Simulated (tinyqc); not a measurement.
Inside a calculation (part 2 of 2). Method: UHF in the sto-3g basis, for HF, spin multiplicity 1. Computed by tinyqc, a small Python program that keeps every step (integrals from PySCF). Command: `OMP_NUM_THREADS=1 python tinyqc.py 28087 28088 out.jsonl` (the two numbers bound the seeds that draw the settings). One thread of a shared host (Intel(R) Xeon(R) Processor @ 2.60GHz), about 0.1 s of CPU time with the checks.

Geometry (angstrom):
```
atom         x         y         z
F     0.000000  0.000000  0.000000
H     0.000000  0.000000  0.869000
```

## Iteration 10 (converged): orbitals

converged F(alpha) (hartree), order 1F 1s, 1F 2s, 1F 2px, 1F 2py, 1F 2pz, 2H 1s:
```
[[-25.885989, -6.622897, 0.000000, 0.000000, -0.026356, -1.564220],
 [-6.622897, -3.056769, 0.000000, 0.000000, -0.121059, -1.254508],
 [0.000000, 0.000000, -0.466110, 0.000000, 0.000000, 0.000000],
 [0.000000, 0.000000, 0.000000, -0.466110, 0.000000, 0.000000],
 [-0.026356, -0.121059, 0.000000, 0.000000, -0.399519, -0.606082],
 [-1.564220, -1.254508, 0.000000, 0.000000, -0.606082, -0.678301]]
```

converged F(beta) (hartree), order 1F 1s, 1F 2s, 1F 2px, 1F 2py, 1F 2pz, 2H 1s:
```
[[-25.885989, -6.622897, 0.000000, 0.000000, -0.026356, -1.564220],
 [-6.622897, -3.056769, 0.000000, 0.000000, -0.121059, -1.254508],
 [0.000000, 0.000000, -0.466110, 0.000000, 0.000000, 0.000000],
 [0.000000, 0.000000, 0.000000, -0.466110, 0.000000, 0.000000],
 [-0.026356, -0.121059, 0.000000, 0.000000, -0.399519, -0.606082],
 [-1.564220, -1.254508, 0.000000, 0.000000, -0.606082, -0.678301]]
```

X, order 1F 1s, 1F 2s, 1F 2px, 1F 2py, 1F 2pz, 2H 1s:
```
[[1.023436, -0.134944, 0.000000, 0.000000, -0.008534, 0.024170],
 [-0.134944, 1.148120, 0.000000, 0.000000, 0.093565, -0.325383],
 [0.000000, 0.000000, 1.000000, 0.000000, 0.000000, 0.000000],
 [0.000000, 0.000000, 0.000000, 1.000000, 0.000000, 0.000000],
 [-0.008534, 0.093565, 0.000000, 0.000000, 1.069509, -0.242518],
 [0.024170, -0.325383, 0.000000, 0.000000, -0.242518, 1.191604]]
```

Diagonalise F' = X^T F X, C = X C', fill 5 alpha and 5 beta electrons from the bottom; D(s) = C_occ C_occ^T. Each column has its largest component positive (the first on a tie).

F' = X^T F X (alpha) (hartree):
```
[[-25.409040, -3.415204, 0.000000, 0.000000, -0.053043, -0.252804],
 [-3.415204, -1.712357, 0.000000, 0.000000, 0.107573, -0.640373],
 [0.000000, 0.000000, -0.466110, 0.000000, 0.000000, 0.000000],
 [0.000000, 0.000000, 0.000000, -0.466110, 0.000000, 0.000000],
 [-0.053043, 0.107573, 0.000000, 0.000000, -0.173836, -0.613026],
 [-0.252804, -0.640373, 0.000000, 0.000000, -0.613026, -0.007001]]
```

orbital energies (alpha) (hartree): [-25.895970, -1.487902, -0.599058, -0.466110, -0.466110, 0.680696]

coefficients C (alpha), order 1F 1s, 1F 2s, 1F 2px, 1F 2py, 1F 2pz, 2H 1s:
```
[[0.994633, -0.247211, 0.087754, 0.000000, 0.000000, 0.090436],
 [0.023192, 0.921943, -0.464412, 0.000000, 0.000000, -0.620342],
 [0.000000, 0.000000, 0.000000, 0.735504, 0.677520, 0.000000],
 [0.000000, 0.000000, 0.000000, -0.677520, 0.735504, 0.000000],
 [0.003361, 0.106234, 0.708281, 0.000000, 0.000000, -0.835782],
 [-0.006402, 0.168182, 0.504142, 0.000000, 0.000000, 1.141362]]
```

F' = X^T F X (beta) (hartree):
```
[[-25.409040, -3.415204, 0.000000, 0.000000, -0.053043, -0.252804],
 [-3.415204, -1.712357, 0.000000, 0.000000, 0.107573, -0.640373],
 [0.000000, 0.000000, -0.466110, 0.000000, 0.000000, 0.000000],
 [0.000000, 0.000000, 0.000000, -0.466110, 0.000000, 0.000000],
 [-0.053043, 0.107573, 0.000000, 0.000000, -0.173836, -0.613026],
 [-0.252804, -0.640373, 0.000000, 0.000000, -0.613026, -0.007001]]
```

orbital energies (beta) (hartree): [-25.895970, -1.487902, -0.599058, -0.466110, -0.466110, 0.680696]

coefficients C (beta), order 1F 1s, 1F 2s, 1F 2px, 1F 2py, 1F 2pz, 2H 1s:
```
[[0.994633, -0.247211, 0.087754, 0.000000, 0.000000, 0.090436],
 [0.023192, 0.921943, -0.464412, 0.000000, 0.000000, -0.620342],
 [0.000000, 0.000000, 0.000000, 0.772142, 0.635450, 0.000000],
 [0.000000, 0.000000, 0.000000, -0.635450, 0.772142, 0.000000],
 [0.003361, 0.106234, 0.708281, 0.000000, 0.000000, -0.835782],
 [-0.006402, 0.168182, 0.504142, 0.000000, 0.000000, 1.141362]]
```

D(alpha) after iteration 10, order 1F 1s, 1F 2s, 1F 2px, 1F 2py, 1F 2pz, 2H 1s:
```
[[1.058109, -0.245601, 0.000000, 0.000000, 0.039235, -0.003704],
 [-0.245601, 1.066195, 0.000000, 0.000000, -0.230915, -0.079224],
 [0.000000, 0.000000, 1.000000, 0.000000, 0.000000, 0.000000],
 [0.000000, 0.000000, 0.000000, 1.000000, 0.000000, 0.000000],
 [0.039235, -0.230915, 0.000000, 0.000000, 0.512959, 0.374919],
 [-0.003704, -0.079224, 0.000000, 0.000000, 0.374919, 0.282485]]
```

D(beta) after iteration 10, order 1F 1s, 1F 2s, 1F 2px, 1F 2py, 1F 2pz, 2H 1s:
```
[[1.058109, -0.245601, 0.000000, 0.000000, 0.039235, -0.003704],
 [-0.245601, 1.066195, 0.000000, 0.000000, -0.230915, -0.079224],
 [0.000000, 0.000000, 1.000000, 0.000000, 0.000000, 0.000000],
 [0.000000, 0.000000, 0.000000, 1.000000, 0.000000, 0.000000],
 [0.039235, -0.230915, 0.000000, 0.000000, 0.512959, 0.374919],
 [-0.003704, -0.079224, 0.000000, 0.000000, 0.374919, 0.282485]]
```

Within a degenerate level the vectors are fixed only up to a rotation; this is one choice.

## Convergence

Stop when the energy changes by less than 1e-09 hartree and every element of the error matrix X^T (F D S - S D F) X (for each spin) is below 9e-06.

Course of the cycle:
```
iteration   E (hartree)     change  largest element of the error matrix
1          -97.71634569          -                             2.22e-01
2          -98.36674893  -6.50e-01                             1.88e-01
3          -98.51730605  -1.51e-01                             5.46e-02
4          -98.55354155  -3.62e-02                             2.66e-02
5          -98.56125710  -7.72e-03                             2.35e-03
6          -98.56132074  -6.36e-05                             5.87e-04
7          -98.56132292  -2.18e-06                             9.13e-05
8          -98.56132296  -3.83e-08                             1.47e-05
9          -98.56132296  -2.49e-09                             4.68e-07
10         -98.56132296  -1.72e-12                             3.13e-08
```

PySCF UHF in the same basis, after a stability check = -98.56132296 hartree

Converged in 10 iterations.

## Populations, bond orders and dipole

overlap S, order 1F 1s, 1F 2s, 1F 2px, 1F 2py, 1F 2pz, 2H 1s:
```
[[1.000000, 0.237990, 0.000000, 0.000000, 0.000000, 0.055415],
 [0.237990, 1.000000, 0.000000, 0.000000, 0.000000, 0.481692],
 [0.000000, 0.000000, 1.000000, 0.000000, 0.000000, 0.000000],
 [0.000000, 0.000000, 0.000000, 1.000000, 0.000000, 0.000000],
 [0.000000, 0.000000, 0.000000, 0.000000, 1.000000, 0.365262],
 [0.055415, 0.481692, 0.000000, 0.000000, 0.365262, 1.000000]]
```

Mulliken: Z minus the diagonal of D S on the atom; Loewdin: the same with S^(1/2) D S^(1/2); Mayer order: 2 sum_s sum (D(s) S)_ij (D(s) S)_ji over the two atoms.

Charges (e):
```
atom   Mulliken    Loewdin  Mulliken spin
1F    -0.237875  -0.166998              0
2H     0.237875   0.166998              0
```

Mayer bond orders:
```
pair     order
2-1   0.943415
```

dipole moment about the origin, x y z (debye): [0.000000, 0.000000, 1.335882]

<S^2> of the determinant (pure state: 0) = 0.000000
